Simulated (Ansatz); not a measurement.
Born–Oppenheimer molecular dynamics of C₃H₅NO (10 atoms, charge 0, multiplicity 1). It goes on from the last frame of an earlier run, with new velocities.

Theory: RKS CAM-B3LYP-D4/STO-3G in Ansatz.

| Property | Result |
| --- | --- |
| ensemble | NVE (velocity Verlet) |
| time step | 0.5 fs |
| steps asked | 400 |
| starting velocities drawn for | 300 K |
| seed | 910798 |

Frames 10 fs apart, positions in Å, forces in eV/Å.

Velocities at 75.0 fs (Å/ps):

```
C -3.88 -3.45 8.44
C -6.21 6.01 -0.14
O 3.95 2.77 -0.43
C -1.67 -3.31 0.89
N 1.92 -0.80 -4.69
H 19.62 -2.08 -4.19
H -26.94 2.96 -20.72
H 3.43 -7.29 -22.18
H 22.79 -13.20 -1.69
H 31.90 -4.29 11.26
```

```xyz
10
Properties=species:S:1:pos:R:3:forces:R:3 time_fs=75.0 energy_less_start_eV=-0.053 T=352
C -0.653 -0.272 0.764 -3.00 0.15 1.12
C 0.273 0.376 -0.225 1.10 0.89 0.83
O 1.567 0.772 0.346 -0.42 -1.15 -0.90
C -0.329 1.167 -1.300 -0.01 1.80 -0.16
N 0.077 0.013 -1.736 0.50 -0.96 -0.76
H -1.724 -0.043 0.538 0.77 -0.29 -0.44
H -0.603 -1.342 0.874 0.51 -0.91 -0.19
H -0.572 0.157 1.758 0.78 0.26 0.52
H 1.995 -0.158 0.531 -0.33 0.77 -0.10
H -0.765 2.123 -1.649 0.08 -0.55 0.09
10
Properties=species:S:1:pos:R:3:forces:R:3 time_fs=85.0 energy_less_start_eV=-0.031 T=331
C -0.725 -0.310 0.836 0.79 1.22 -2.34
C 0.268 0.419 -0.179 -0.58 -0.91 -0.53
O 1.577 0.784 0.311 0.10 -1.48 -0.26
C -0.322 1.169 -1.308 1.24 -0.29 -0.38
N 0.104 -0.001 -1.777 -0.32 1.35 1.86
H -1.738 -0.014 0.483 0.37 -0.34 0.90
H -0.593 -1.381 0.755 -0.08 -0.66 0.16
H -0.444 0.045 1.817 -0.44 0.14 0.83
H 2.042 -0.153 0.467 -0.82 1.34 -0.18
H -0.642 2.165 -1.655 -0.26 -0.37 -0.06
10
Properties=species:S:1:pos:R:3:forces:R:3 time_fs=95.0 energy_less_start_eV=-0.068 T=367
C -0.727 -0.320 0.843 -0.70 -0.39 -0.55
C 0.236 0.415 -0.158 -0.57 0.25 -0.67
O 1.552 0.783 0.248 0.75 -1.45 0.76
C -0.248 1.187 -1.329 -1.02 1.18 0.73
N 0.126 0.024 -1.726 0.54 -1.78 0.14
H -1.808 -0.103 0.753 0.44 0.28 -0.87
H -0.631 -1.401 0.729 0.15 -0.34 -0.16
H -0.559 -0.117 1.886 1.01 0.54 0.81
H 2.004 -0.146 0.459 -0.65 1.28 -0.20
H -0.763 2.049 -1.750 0.06 0.41 0.01
10
Properties=species:S:1:pos:R:3:forces:R:3 time_fs=105.0 energy_less_start_eV=0.014 T=287
C -0.711 -0.347 0.846 0.17 0.71 -2.11
C 0.178 0.419 -0.178 1.65 0.19 0.59
O 1.527 0.771 0.208 0.22 -0.45 1.04
C -0.232 1.242 -1.328 -0.27 -2.80 -0.30
N 0.160 -0.003 -1.652 -1.04 1.63 -1.08
H -1.730 -0.002 0.627 -0.19 -0.31 0.76
H -0.624 -1.426 0.672 -0.06 -0.07 0.12
H -0.331 -0.073 1.808 -0.24 0.14 1.30
H 1.921 -0.127 0.533 -0.28 0.43 -0.13
H -0.755 2.083 -1.766 0.04 0.54 -0.18
10
Properties=species:S:1:pos:R:3:forces:R:3 time_fs=115.0 energy_less_start_eV=-0.049 T=348
C -0.678 -0.328 0.811 -0.72 -0.75 0.47
C 0.210 0.442 -0.167 -1.08 0.11 -0.61
O 1.513 0.757 0.222 1.07 1.07 0.64
C -0.271 1.197 -1.345 0.24 0.42 1.40
N 0.148 0.016 -1.658 -0.03 -1.62 -1.75
H -1.733 -0.056 0.827 -0.34 0.25 -0.79
H -0.624 -1.422 0.678 0.13 0.26 -0.25
H -0.387 -0.127 1.824 0.81 0.24 1.02
H 1.825 -0.098 0.640 0.50 -0.77 0.46
H -0.509 2.160 -1.747 -0.57 0.79 -0.60
10
Properties=species:S:1:pos:R:3:forces:R:3 time_fs=125.0 energy_less_start_eV=-0.020 T=320
C -0.680 -0.316 0.845 1.01 -0.83 -2.31
C 0.208 0.461 -0.178 1.26 -0.68 0.00
O 1.559 0.758 0.288 -1.40 1.61 -1.36
C -0.302 1.194 -1.333 1.38 -2.05 -0.80
N 0.113 -0.010 -1.751 -0.68 1.74 1.90
H -1.712 -0.038 0.690 -0.74 0.17 0.43
H -0.547 -1.378 0.555 -0.36 0.19 0.53
H -0.302 -0.170 1.839 -0.07 0.31 1.05
H 1.818 -0.062 0.779 0.27 -1.51 0.79
H -0.512 2.126 -1.817 -0.66 1.05 -0.23
10
Properties=species:S:1:pos:R:3:forces:R:3 time_fs=135.0 energy_less_start_eV=-0.059 T=358
C -0.664 -0.317 0.821 0.46 -0.85 -0.57
C 0.266 0.435 -0.196 -0.66 0.14 -0.80
O 1.568 0.767 0.335 -0.90 0.59 -1.26
C -0.278 1.188 -1.374 0.10 0.14 2.38
N 0.058 0.008 -1.763 1.11 -1.59 0.26
H -1.684 0.006 0.763 -1.14 0.34 -0.61
H -0.654 -1.429 0.696 0.19 0.83 -0.10
H -0.397 -0.092 1.842 0.73 0.15 0.69
H 1.742 -0.059 0.872 0.54 -0.88 0.60
H -0.827 2.042 -1.706 -0.43 1.12 -0.59
10
Properties=species:S:1:pos:R:3:forces:R:3 time_fs=145.0 energy_less_start_eV=-0.014 T=314
C -0.663 -0.293 0.792 1.60 -1.09 -0.78
C 0.291 0.400 -0.246 -0.60 -0.33 1.46
O 1.545 0.767 0.344 0.54 0.22 -0.59
C -0.281 1.219 -1.324 0.64 -3.03 -0.23
N 0.056 -0.017 -1.739 0.18 1.75 0.16
H -1.657 0.043 0.611 -1.41 0.32 0.08
H -0.625 -1.408 0.724 0.00 0.80 -0.09
H -0.304 0.004 1.768 -0.23 0.17 0.79
H 1.835 -0.047 0.898 -0.38 0.02 -0.41
H -0.941 1.992 -1.653 -0.34 1.17 -0.40
10
Properties=species:S:1:pos:R:3:forces:R:3 time_fs=155.0 energy_less_start_eV=-0.055 T=355
C -0.656 -0.261 0.763 0.15 -2.49 1.17
C 0.276 0.370 -0.209 -0.05 2.02 -0.65
O 1.540 0.777 0.313 0.74 -1.81 0.40
C -0.307 1.168 -1.291 0.52 0.45 0.33
N 0.081 0.010 -1.724 0.51 -1.22 -0.80
H -1.669 0.001 0.580 -1.46 0.30 -0.49
H -0.557 -1.367 0.673 -0.24 0.51 0.44
H -0.439 0.052 1.780 0.31 0.00 0.47
H 1.826 -0.136 0.753 0.08 1.38 -0.46
H -0.703 2.097 -1.645 -0.56 0.87 -0.41
10
Properties=species:S:1:pos:R:3:forces:R:3 time_fs=165.0 energy_less_start_eV=-0.091 T=390
C -0.717 -0.312 0.814 1.95 -0.45 -0.02
C 0.256 0.435 -0.178 -0.49 -2.05 0.31
O 1.558 0.766 0.268 1.18 -0.34 0.58
C -0.317 1.179 -1.293 1.45 -1.00 -0.86
N 0.125 0.004 -1.741 -0.71 1.38 1.16
H -1.708 -0.088 0.505 -1.51 0.18 -0.21
H -0.580 -1.415 0.846 0.09 0.56 -0.32
H -0.540 0.057 1.825 -0.12 0.24 0.29
H 2.018 -0.111 0.625 -1.24 0.95 -0.64
H -0.568 2.159 -1.671 -0.60 0.54 -0.29
10
Properties=species:S:1:pos:R:3:forces:R:3 time_fs=175.0 energy_less_start_eV=-0.082 T=380
C -0.760 -0.347 0.865 1.85 0.53 -1.02
C 0.212 0.413 -0.151 0.21 1.15 -1.00
O 1.589 0.776 0.227 -1.37 -1.91 0.52
C -0.259 1.208 -1.342 -0.59 0.22 1.66
N 0.143 0.035 -1.708 0.19 -1.32 -0.09
H -1.778 -0.262 0.532 -0.86 0.08 -0.46
H -0.478 -1.411 0.877 -0.06 0.07 0.30
H -0.694 0.100 1.860 0.22 -0.06 0.20
H 1.912 -0.192 0.439 0.36 0.96 0.05
H -0.750 2.093 -1.744 0.05 0.29 -0.16
10
Properties=species:S:1:pos:R:3:forces:R:3 time_fs=185.0 energy_less_start_eV=-0.069 T=367
C -0.740 -0.336 0.846 1.60 0.06 0.09
C 0.196 0.429 -0.170 0.89 -0.64 0.84
O 1.548 0.742 0.209 -0.09 1.25 0.80
C -0.237 1.242 -1.319 -0.73 -1.36 -0.73
N 0.156 0.024 -1.670 -0.78 0.67 -0.54
H -1.749 -0.414 0.490 -0.93 0.10 -0.49
H -0.362 -1.352 1.017 0.10 -0.09 -0.31
H -0.737 0.127 1.836 -0.04 0.51 0.02
H 2.038 -0.126 0.372 -0.37 -0.78 0.04
H -0.792 2.054 -1.804 0.35 0.28 0.28
```

Of the whole run (200 fs, mean temperature of the second half 310 K): The conserved energy stayed within 0.34 meV per atom of its start (net change 0.22 meV per atom), so the integration is sound. A run of 0.2 ps of so small a system gives no equilibrium averages. Limits of this set-up: minimal basis.

The run took 11 min on 1 thread of Arm Neoverse V2, with other jobs on the host, peak memory 0.094 GiB.
